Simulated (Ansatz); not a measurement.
We consider bcc Nb, described by RPBE (Ansatz, an electronic-structure program, plane waves, PAW).

Input file:

Ansatz 0.2 input:
```yaml
crystal:
  lattice:
    - [-1.6971399242, 1.6971399242, 1.6971399242]
    - [1.6971399242, -1.6971399242, 1.6971399242]
    - [1.6971399242, 1.6971399242, -1.6971399242]
  atoms:
    - { symbol: Nb, position: [0.0, 0.0, 0.0] }
basis:
  ecutwfc: 520
  ecutrho_ratio: 4
  xc_grid: 2
kpoints:
  mp_grid: { grid: [24, 24, 24] }
hamiltonian:
  xc: rpbe
  dispersion: none
  pseudopotentials: { kind: paw }
scf:
  occupations: { method: fermi_dirac, width: 0.05 }
  convergence: { dr2_threshold: 0.0000000001 }
output:
  forces: false
  stress: true
  eigenvalues: true
```

### Question
How many irreducible k-points, plane waves at Γ does the program set up, and what pressure does the run end with?

### Answer
413 irreducible k-points, 531 plane waves at Γ; P = -8.43 GPa, so the cell is stretched on average and its volume would shrink at this level.

Excerpt of the program's output:

```
Crystal: 1 atoms, lattice volume = 19.553 Å³
Basis set: ecut = 520 eV, 531 PW (Γ), exchange–correlation on 48×48×48 points (8 copies of the dense FFT grid, shifted against one another)
Bands: 11, of which v1, the nominal top of the filled ones, is band 7 counted from 1 (6 counted from 0)
Symmetry: 48 space group operations
Space group: Im-3m (ITA 229), of the structure as read, at distance tolerance 2.7e-5 Å
k-points: 413 of 13824
Functional: x = rpbe, c = pbe(β = 0.06672455060314922)
SCF iter   1: F=—  HF=-4559.156136 eV  |F-HF|=—  |Δ(HF+E_count)|=         —  Δρ=3.22e-3  dr2=1.30e-3
SCF iter   2: F=—  HF=-4559.156132 eV  |F-HF|=—  |Δ(HF+E_count)|=   3.41e-6  Δρ=1.44e-3  dr2=1.60e-4
  ...
SCF iter   5: F=—  HF=-4559.156220 eV  |F-HF|=—  |Δ(HF+E_count)|=   5.37e-7  Δρ=4.08e-6  dr2=8.62e-10
SCF iter   6: F=-4559.156220 eV  HF=-4559.156220 eV  |F-HF|=2.36e-11  |Δ(HF+E_count)|=   1.35e-9  Δρ=8.42e-7  dr2=4.94e-11
SCF 1 converged in 6 iterations: F = -4559.156220 eV  dr2 = 4.94e-11
SCF converged after 6 iterations
Free energy (F): -4559.156220 eV
Internal energy: -4559.142449 eV  (E = F + TS)
E sigma→0 (E₀):  -4559.149334 eV
Fermi energy:    16.227270 eV
--- Stress (GPa, compression-positive) ---
       -8.428632       0.000000      -0.000000
       -0.000000      -8.428632      -0.000000
       -0.000000      -0.000000      -8.428632
  P = ⅓ Tr σ = -8.4286 GPa (-84.286 kbar)
```

The cell is one volume of an energy–volume scan, off the minimum.

The PAW data were made under PBE.
